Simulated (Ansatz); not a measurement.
A made-up structure of CH₅BN, doublet:

```json
{"atom": "B1", "x (Å)": "-0.3273", "y (Å)": "0.4743", "z (Å)": "-0.6635"}
{"atom": "C2", "x (Å)": "0.4880", "y (Å)": "0.0134", "z (Å)": "0.3495"}
{"atom": "N3", "x (Å)": "0.4040", "y (Å)": "-1.2529", "z (Å)": "0.2493"}
{"atom": "H4", "x (Å)": "-1.3267", "y (Å)": "-0.1265", "z (Å)": "-1.2192"}
{"atom": "H5", "x (Å)": "-0.0093", "y (Å)": "1.4812", "z (Å)": "-0.7946"}
{"atom": "H6", "x (Å)": "-0.1618", "y (Å)": "0.5288", "z (Å)": "1.2367"}
{"atom": "H7", "x (Å)": "1.5860", "y (Å)": "0.4266", "z (Å)": "0.4783"}
{"atom": "H8", "x (Å)": "-0.6531", "y (Å)": "-1.5448", "z (Å)": "0.3636"}
```

It is relaxed with PBE-D4/def2-SVP and then PBE0-D4/def2-TZVP (Ansatz 0.2.0). Atoms count as bonded within 1.22 times the sum of their covalent radii (H–H: 0.88 Å). The end point is not checked to be a true minimum.

Problem. Does its bonding change? (A judgement: the text doesn't fix the answer.)

Solution. The calculation gives: No: no bond forms or breaks.

Where it ends: The first stage lowers the energy by 2.34 eV in 17 steps. It ends as CH₅BN ([BH2][CH2][NH]):
```xyz
8
angstrom
B -0.3500 0.6456 -0.7507
C 0.4687 -0.0591 0.3696
N 0.4446 -1.4723 0.4373
H -1.2769 0.0950 -1.2684
H -0.1035 1.7865 -1.0083
H -0.1365 0.4341 1.1807
H 1.4830 0.3341 0.4816
H -0.5294 -1.7639 0.5582
```

Labels in which every atom is bracketed show which atoms are joined, not bond orders.

For scale, one of the runs: PBE0-D4/def2-TZVP relaxation, 123 basis functions, launched by `ansatz run in.yaml --threads 2 --pin off --events-out ev --progress --plain --max-ram 4352MiB`. The run took about 71 s on 2 CPU threads of an Intel Xeon Platinum 8259CL (shared host).
